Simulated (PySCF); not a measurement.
Field gradients at the hydrogen positions

Species: acetophenone, C₈H₈O.
Z-matrix (Å and degrees, PBE0-D3(BJ)/def2-SVP geometry), rows numbered from 1:
```
C 
C   1  1.5082
O   2  1.2116  1  121.00
C   2  1.4980  1  118.55  3   179.99
C   4  1.4003  2  123.05  1     0.61
C   5  1.3933  4  120.28  2   179.93
C   6  1.3942  5  120.06  4     0.04
C   7  1.3964  6  120.01  5    -0.04
C   8  1.3897  7  119.91  6    -0.00
H   1  1.1011  2  110.86  3   119.77
H   1  1.1009  2  110.98  3  -121.17
H   1  1.0963  2  108.78  3    -0.60
H   5  1.0918  4  120.40  2    -0.06
H   6  1.0924  5  119.87  4  -179.98
H   7  1.0927  6  119.96  5   179.98
H   8  1.0925  7  120.06  6  -179.99
H   9  1.0920  4  117.75  2     0.01
```

Level: PBE0/pcSseg-1 (PySCF, non-relativistic); Q(2H) = 0.00286 b; rigid geometry, the same for H and D, with no vibrational averaging.

What are Vzz, η and χzz (234.96 MHz × Q × Vzz) at all hydrogens?

```csv
atom,bonded to,bond length (Å),Vzz (au),η,χzz (kHz)
H10,C1,1.101,0.2900,0.02,195
H11,C1,1.101,0.2902,0.02,195
H12,C1,1.096,0.2953,0.01,198
H13,C5,1.092,0.3033,0.07,204
H14,C6,1.092,0.3037,0.07,204
H15,C7,1.093,0.3028,0.06,203
H16,C8,1.093,0.3033,0.06,204
H17,C9,1.092,0.2975,0.03,200
```

A static deuteron (I = 1) shows a doublet split by (3/2)χ, (3/4)χ(1 + η) and (3/4)χ(1 − η) with the field along z, y and x of the gradient. What are these for H15?

With |χ| = 203.5 kHz and η = 0.059: 305, 162 and 144 kHz, to first order and without motion.

Geometry: PBE0-D3(BJ)/def2-SVP, one conformer, isolated molecule. The basis is small and wasn't made for field gradients, so the couplings can be 20 % off.

These values come from a run that also computed NMR shieldings. Time: 26 s. Hardware: Arm Neoverse V1, one thread, on a shared host.
